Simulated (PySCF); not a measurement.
One ligand Y is varied and pulled off as a radical: Zr(F)3–Y. Gas-phase values, no solvent. One relaxed conformer stands for each flexible species; it need not be the lowest. Multiplicities are imposed; where one is given, others were not computed. Strings in code marks are SMILES.

Calculation: TPSS-D3(BJ)/def2-TZVP // TPSS-D3(BJ)/def2-SVP in PySCF 2.14.0. All candidates: neutral, multiplicity 2. 

```yaml
dipole_moment: 1.73 D
highest_occupied_spin_orbital: -7.32 eV
```

**Question.** Identify which member has these values.
(A) `[CH3]`
(B) [Zr(F)3]
(C) `[OH]`
(D) `[SH]`

**Answer.** C, `[OH]`. The others give `[CH3]`: 0.00 D, -5.50 eV; [Zr(F)3]: 0.00 D, -4.91 eV; `[SH]`: 0.87 D, -6.25 eV
